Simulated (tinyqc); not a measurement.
RKS/BLYP in the sto-6g basis, for LiH, spin multiplicity 1, step by step. One step of it, computed by the program tinyqc.

Task: Iteration 2: building the Kohn-Sham matrix. J_ij = sum D_kl (ij|kl); F = H + J + V_xc; E = tr D H + tr D J / 2 + E_xc + E_nn.

D after iteration 1:
```
,1Li 1s,1Li 2s,1Li 2px,1Li 2py,1Li 2pz,2H 1s
1Li 1s,2.007436,-0.065969,0.000000,0.000000,-0.105079,-0.161800
1Li 2s,-0.065969,0.424669,0.000000,0.000000,0.351362,0.541563
1Li 2px,0.000000,0.000000,0.000000,0.000000,0.000000,0.000000
1Li 2py,0.000000,0.000000,0.000000,0.000000,0.000000,0.000000
1Li 2pz,-0.105079,0.351362,0.000000,0.000000,0.291987,0.450042
2H 1s,-0.161800,0.541563,0.000000,0.000000,0.450042,0.693653
```

core Hamiltonian H = T + V (hartree):
```
,1Li 1s,1Li 2s,1Li 2px,1Li 2py,1Li 2pz,2H 1s
1Li 1s,-4.692699,-0.996204,0.000000,0.000000,-0.009136,-0.081870
1Li 2s,-0.996204,-1.326341,0.000000,0.000000,-0.088673,-0.396417
1Li 2px,0.000000,0.000000,-1.090486,0.000000,0.000000,0.000000
1Li 2py,0.000000,0.000000,0.000000,-1.090486,0.000000,0.000000
1Li 2pz,-0.009136,-0.088673,0.000000,0.000000,-1.157453,-0.541804
2H 1s,-0.081870,-0.396417,0.000000,0.000000,-0.541804,-1.197771
```

Two-electron integrals (ij|kl) in chemists' order, unique and non-zero (hartree):
```
i,j,k,l,(ij|kl)
1,1,1,1,1.681247
2,1,1,1,0.242603
2,1,2,1,0.044507
2,2,1,1,0.397190
2,2,2,1,0.090279
2,2,2,2,0.290625
3,1,3,1,0.009437
3,2,3,1,0.014261
3,2,3,2,0.064236
3,3,1,1,0.397190
3,3,2,1,0.090279
3,3,2,2,0.290625
3,3,3,3,0.313125
4,1,4,1,0.009437
4,2,4,1,0.014261
4,2,4,2,0.064236
4,3,4,3,0.016875
4,4,1,1,0.397190
4,4,2,1,0.090279
4,4,2,2,0.290625
4,4,3,3,0.279374
4,4,4,4,0.313125
5,1,5,1,0.009437
5,2,5,1,0.014261
5,2,5,2,0.064236
5,3,5,3,0.016875
5,4,5,4,0.016875
5,5,1,1,0.397190
5,5,2,1,0.090279
5,5,2,2,0.290625
5,5,3,3,0.279374
5,5,4,4,0.279374
5,5,5,5,0.313125
6,1,1,1,0.019054
6,1,2,1,0.003448
6,1,2,2,0.007166
6,1,3,3,0.007061
6,1,4,4,0.007061
6,1,5,1,0.000465
6,1,5,2,0.000981
6,1,5,5,0.007375
6,1,6,1,0.000297
6,2,1,1,0.078724
6,2,2,1,0.018309
6,2,2,2,0.066925
6,2,3,3,0.063089
6,2,4,4,0.063089
6,2,5,1,0.002950
6,2,5,2,0.020796
6,2,5,5,0.074599
6,2,6,1,0.001758
6,2,6,2,0.030615
6,3,3,1,0.001144
6,3,3,2,0.006109
6,3,5,3,0.002719
6,3,6,3,0.001585
6,4,4,1,0.001144
6,4,4,2,0.006109
6,4,5,4,0.002719
6,4,6,4,0.001585
6,5,1,1,0.106566
6,5,2,1,0.024947
6,5,2,2,0.093593
6,5,3,3,0.087176
6,5,4,4,0.087176
6,5,5,1,0.004594
6,5,5,2,0.032355
6,5,5,5,0.106428
6,5,6,1,0.002465
6,5,6,2,0.046224
6,5,6,5,0.070262
6,6,1,1,0.242219
6,6,2,1,0.057062
6,6,2,2,0.229177
6,6,3,3,0.210124
6,6,4,4,0.210124
6,6,5,1,0.009057
6,6,5,2,0.082599
6,6,5,5,0.267286
6,6,6,1,0.005622
6,6,6,2,0.139155
6,6,6,5,0.215933
6,6,6,6,0.774999
```

nuclear repulsion = 0.72689177 hartree

V_xc (hartree):
```
,1Li 1s,1Li 2s,1Li 2px,1Li 2py,1Li 2pz,2H 1s
1Li 1s,-1.097849,-0.125302,0.000000,0.000000,-0.003121,-0.010628
1Li 2s,-0.125302,-0.165613,0.000000,0.000000,-0.054421,-0.078245
1Li 2px,0.000000,0.000000,-0.155122,0.000000,0.000000,0.000000
1Li 2py,0.000000,0.000000,0.000000,-0.155122,0.000000,0.000000
1Li 2pz,-0.003121,-0.054421,0.000000,0.000000,-0.186564,-0.118753
2H 1s,-0.010628,-0.078245,0.000000,0.000000,-0.118753,-0.436034
```

E_xc = sum of w rho eps_xc = -2.22649931 hartree

Give: Coulomb J; Kohn-Sham matrix F; total energy of this density.

Result:

Coulomb J (hartree):
```
,1Li 1s,1Li 2s,1Li 2px,1Li 2py,1Li 2pz,2H 1s
1Li 1s,3.971,0.627,0.000,0.000,0.022,0.052
1Li 2s,0.627,1.307,0.000,0.000,0.151,0.391
1Li 2px,0.000,0.000,1.281,0.000,0.000,0.000
1Li 2py,0.000,0.000,0.000,1.281,0.000,0.000
1Li 2pz,0.022,0.151,0.000,0.000,1.360,0.566
2H 1s,0.052,0.391,0.000,0.000,0.566,1.591
```

Kohn-Sham matrix F (hartree):
```
,1Li 1s,1Li 2s,1Li 2px,1Li 2py,1Li 2pz,2H 1s
1Li 1s,-1.820,-0.495,0.000,0.000,0.009,-0.041
1Li 2s,-0.495,-0.185,0.000,0.000,0.008,-0.084
1Li 2px,0.000,0.000,0.035,0.000,0.000,0.000
1Li 2py,0.000,0.000,0.000,0.035,0.000,0.000
1Li 2pz,0.009,0.008,0.000,0.000,0.016,-0.095
2H 1s,-0.041,-0.084,0.000,0.000,-0.095,-0.043
```

total energy of this density = -7.99107 hartree
